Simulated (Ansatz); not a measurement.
C2H3B⁺, that is BH2(CCH) with one electron fewer. The state is a doublet with charge 1. Geometry PBE0-D4/def2-TZVP, that of the neutral singlet; atoms count from 1.

Cartesian coordinates in Å:
```
B -0.885 0.029 0.707
H -1.822 0.725 0.458
H -0.876 -0.636 1.698
C 0.287 -0.009 -0.229
C 1.231 -0.041 -0.984
H 2.064 -0.069 -1.650
```

(1) Estimate the Mulliken populations from the PBE0/def2-TZVP orbitals of Ansatz.

(2) Where does the spin sit?

(3) And the Mayer bond orders between heavy atoms (over 0.3)?

Results:

(1) 
```json
{"atom": "B1", "charge (e)": "0.06", "spin (α − β)": "0.03"}
{"atom": "H2", "charge (e)": "0.18", "spin (α − β)": "0.09"}
{"atom": "H3", "charge (e)": "0.18", "spin (α − β)": "0.09"}
{"atom": "C4", "charge (e)": "0.23", "spin (α − β)": "0.22"}
{"atom": "C5", "charge (e)": "0.06", "spin (α − β)": "0.58"}
{"atom": "H6", "charge (e)": "0.28", "spin (α − β)": "-0.02"}
```
Mulliken values depend strongly on the basis.

(2) Summed by element: B 0.03, H 0.17, C 0.80, of 1 unpaired in all. Largest on single atoms: C5 0.58, C4 0.22, H2 0.09.

(3) B1–C4 1.21 (1.50 Å); C4–C5 2.30 (1.21 Å).
